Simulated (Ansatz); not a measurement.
A run of Ansatz (development build ahead of 0.2.0) on singlet F2 at this shape:

```tsv
atom	x (Å)	y (Å)	z (Å)
F	0.0000	0.0000	0.7060
F	0.0000	0.0000	-0.7060
```

Its results:

```yaml
Converged: yes
Reference_energy: -198.68566 hartree
CCSD_correlation_energy: -0.40280 hartree
Triples_correction: -0.00903 hartree
Total_energy: -199.09748 hartree
Spin_squared_of_the_determinant: 0.000
```

Q: Which input gives this output? Name the method, the orbitals and the basis set, and write the input.

A: RHF-CCSD(T) in cc-pVDZ. An unrestricted run that stays on the closed shell gives the same numbers.

```yaml
crystal:
  periodic: [false, false, false]
  atoms:
    - { symbol: F, position_ang: [0.0, 0.0, 0.706] }
    - { symbol: F, position_ang: [0.0, 0.0, -0.706] }
basis:
  gaussian: { orbitals: cc-pVDZ }
hamiltonian:
  xc: hf
correlation:
  method: ccsd_t
  frozen_orbitals: { F: 1 }
```
